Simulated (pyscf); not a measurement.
Thermochemistry of product channels of HO–Si(F)(F)–F + H• on the doublet surface, in kcal/mol, from ωB97M-D3(BJ)/def2-TZVP energies (ideal gas, 1 atm, RRHO with modes under 100 cm⁻¹ raised to 100, one conformer, R ln 2 for chiral ones without a mode under 150 cm⁻¹). PySCF, gas phase, ωB97X-D3(BJ)/def2-SVP geometries.

| products | ΔE | ΔH(298 K) | ΔG(600 K) | ΔG(1200 K) |
|---|---|---|---|---|
| •O–Si(F)(F)–F + H₂ | ? | +21.2 | +19.0 | +17.5 |
| HO–Si•(F)–F + HF | +27.9 | +31.3 | +24.6 | +19.2 |

### Question
Fill in the missing entries.

### Answer

- •O–Si(F)(F)–F + H₂, ΔE: +21.9

These are energies of the channels, which say nothing of barriers.
